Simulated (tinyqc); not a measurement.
Worked calculation: extended Hueckel theory, for BH-. The parameters take no account of the charge, which enters only through the electron count, and nothing here shows that the anion is bound. Computed by tinyqc, a small Python program that keeps every step (integrals from PySCF). Settings: charge = -1, K = 2.0, multiplicity = 2. Command: `OMP_NUM_THREADS=1 python tinyqc.py 30087 30088 out.jsonl` (the two numbers bound the seeds that draw the settings). One thread of a shared host (Intel(R) Xeon(R) Processor @ 2.60GHz), about 0.01 s of CPU time with the checks.

## Overlaps

Geometry (angstrom):
```
atom         x         y         z
B     0.000000  0.000000  0.000000
H     0.000000  0.000000  1.196000
```

Parameters chosen for this run:
```
element  shell  Slater exponent   H_ii (eV)
B           2s         1.300000  -15.200000
B           2p         1.300000   -8.500000
H           1s         1.300000  -13.600000
```

Slater orbitals, each expanded in six Gaussians scaled to its exponent.

overlap S, lower triangle:
```
           1B 2s    1B 2px    1B 2py    1B 2pz     2H 1s
1B 2s   1.000000
1B 2px  0.000000  1.000000
1B 2py  0.000000  0.000000  1.000000
1B 2pz  0.000000  0.000000  0.000000  1.000000
2H 1s   0.485885  0.000000  0.000000  0.530321  1.000000
```

## Wolfsberg-Helmholz matrix

diagonal H_ii (eV): 1B 2s -15.200000, 1B 2px -8.500000, 1B 2py -8.500000, 1B 2pz -8.500000, 2H 1s -13.600000

K = 2.000000

H_ij = K' S_ij (H_ii + H_jj)/2 for i != j (the diagonal keeps H_ii), with K' = 2.

H (eV), lower triangle:
```
             1B 2s     1B 2px     1B 2py      1B 2pz       2H 1s
1B 2s   -15.200000
1B 2px    0.000000  -8.500000
1B 2py    0.000000   0.000000  -8.500000
1B 2pz    0.000000   0.000000   0.000000   -8.500000
2H 1s   -13.993475   0.000000   0.000000  -11.720102  -13.600000
```

## Orbitals

valence electrons = 5

Solve H C = S C e through S^(-1/2); fill by pairs from the bottom, a degenerate level sharing its electrons equally; each orbital has its largest coefficient positive (the first on a tie).

orbital energies (eV): -19.216534  -10.883901  -8.500000  -8.500000  19.763963

occupations: 2.000000  2.000000  0.500000  0.500000  0.000000

coefficients:
```
             MO1        MO2        MO3       MO4        MO5
1B 2s   0.607456  -0.582715   0.000000  0.000000  -0.883491
1B 2px  0.000000   0.000000   0.951389  0.307993   0.000000
1B 2py  0.000000   0.000000  -0.307993  0.951389   0.000000
1B 2pz  0.074767   0.720881   0.000000  0.000000  -1.028305
2H 1s   0.523975   0.288916   0.000000  0.000000   1.309108
```

sum of one-electron energies = -68.700871 eV

Within a degenerate level the vectors are fixed only up to a rotation; this is one choice.

## Mulliken analysis

P = C n C^T; charge = valence electrons (B 3, H 1) minus the sum of (P S)_ii on the atom; overlap population = 2 sum P_ij S_ij between two atoms.

charges: 1B -0.875797, 2H -0.124203

Overlap populations:
```
pair     value
2-1   0.816318
```
